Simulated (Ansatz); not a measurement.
## Phonon frequency of some cubic solids

Method: r²SCANh in Ansatz (PAW). References are measured values at room or unstated temperature, uncorrected unless marked, so that the deviations hold thermal and zero-point effects besides the level's error. The table is a random draw of 10 from 54 values with such references.

Values in cm⁻¹.

| solid | reference | r²SCANh | deviation (%) |
|---|---|---|---|
| zinc-blende GaAs (X TA) | 82 (79–82) | 84 | +2.4 |
| 3C-SiC (X LA) | 640 | 651 | +1.7 |
| zinc-blende InP (L LA) | 167 | 167 | 0.0 |
| 3C-SiC (X TO) | 761 | 774 | +1.7 |
| zinc-blende ZnSe (L TO) | 214 (214–222) | 208 | -2.8 |
| diamond (L LO) | 1241 | 1298 | +4.6 |
| zinc-blende InP (X TA) | 68 | 71 | +4.4 |
| 3C-SiC (X LO) | 829 | 846 | +2.1 |
| zinc-blende InP (X TO) | 324 | 320 | -1.2 |
| zinc-blende GaAs (X LO) | 240 | 241 | +0.4 |

Over these 10 values the mean deviation is +1.3 %, the mean absolute deviation 2.1 % (median 1.9 %), and the worst case diamond (L LO) at +4.6 %; the value is above the reference in 7 of 10 cases. Over all 54, from unrounded values, the mean deviation is +1.4 % and the mean absolute deviation 2.6 % (median 2.4 %).

Spin–orbit coupling is left out, also for the solids with elements from indium on (zinc-blende InP); its size isn't shown.

Brackets give the range of the sources taken for a reference, where it is wide; it can hold other temperatures.

Differences are worked out from the printed values.

Each level is taken at its own relaxed cell. Ansatz's density-functional and Hartree–Fock values are scalar-relativistic unless marked +SOC, with PAW data made under PBE.

Ansatz's runs of these crystals have no spin polarisation.

Not in this set, of the solids of all kinds but layered and molecular ones with a reference value in our tables and a result at some level: 44 for no value at r²SCANh (not run, a failed fit, an unstable or unbound cell, or a value held back for tests); 16 for a reference of another kind, counted apart. These can be a level's best or worst cases. At least 16 more with a reference value are held back for tests. Solids without a released value at any level aren't counted. The metals Ce to Yb are counted apart.

References as tabulated in Wang et al. (1996), arXiv:mtrl-th/9510002; Ioffe Institute, NSM Archive: InP, mechanic properties page; Giannozzi et al., Phys. Rev. B (1991); Talwar et al. (2016), doi:10.1080/14686996.2016.1222495 and others.

Ansatz is a quantum-chemistry and plane-wave program.
